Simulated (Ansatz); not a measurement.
Input file:

```yaml
crystal:
  periodic: [false, false, false]
  atoms:
    - {symbol: Zn, position_ang: [0.000000, 0.000000, 0.000000]}
    - {symbol: Ge, position_ang: [0.000000, 0.000000, 2.424600]}
basis:
  gaussian: {orbitals: def2-SVP}
total_charge: 1
magnetization: {spin_polarized: true, initial_magnetization: 1}
correlation: {method: ccsdt_q, electrons: outside_noble_gas}
```

```sh
$ ansatz run in.yaml --threads 2 --pin off --events-out ev --progress --plain --max-ram 16896MiB --backend cuda --devices 0, --max-vram 18GiB
```

**Question.** Roughly how long does this take on 2 threads of AMD EPYC 7R13 with a shared H100 80 GB, shared host, and how much host memory?

**Answer.** 7.5 s wall and 0.9 GiB.

```
930 factors; integrals over basis functions are off by at most 2.1e-7 eV
mean field evaluation 1: about -104828.4241 eV, gradient 7.5e0 eV
mean field evaluation 2: about -104828.4397 eV, gradient 7.5e0 eV
mean field evaluation 4: about -104828.6983 eV, gradient 1.0e0 eV
mean field evaluation 8: about -104828.7111 eV, gradient 1.7e-1 eV
mean field evaluation 16: about -104828.7535 eV, gradient 3.1e-1 eV
mean field evaluation 32: about -104828.7115 eV, gradient 1.7e-1 eV
mean field evaluation 64: about -104828.6937 eV, gradient 1.7e-1 eV
mean field evaluation 96: about -104828.6719 eV, gradient 2.5e-1 eV
mean field evaluation 128: about -104828.7609 eV, gradient 3.6e-6 eV
mean field evaluation 160: about -104828.7266 eV, gradient 5.0e-1 eV
...
cycle  15  -9.28964490 eV  change    1.2e-4 eV  update   7.6e-5
cycle  16  -9.28963070 eV  change    1.4e-5 eV  update   3.8e-5
cycle  17  -9.28963374 eV  change   -3.0e-6 eV  update   2.9e-5
cycle  18  -9.28960136 eV  change    3.2e-5 eV  update   1.7e-5
cycle  19  -9.28957809 eV  change    2.3e-5 eV  update   1.2e-5
cycle  20  -9.28958109 eV  change   -3.0e-6 eV  update   6.9e-6
cycle  21  -9.28957403 eV  change    7.1e-6 eV  update   3.9e-6
cycle  22  -9.28957031 eV  change    3.7e-6 eV  update   3.0e-6
cycle  23  -9.28957008 eV  change    2.3e-7 eV  update   2.0e-6
cycle  24  -9.28957047 eV  change   -3.9e-7 eV  update   1.3e-6
perturbative correction 0.02412439 eV, 0.0008865548 hartree
Total energy: -104838.02637927 eV, -3852.7264076715 hartree
```
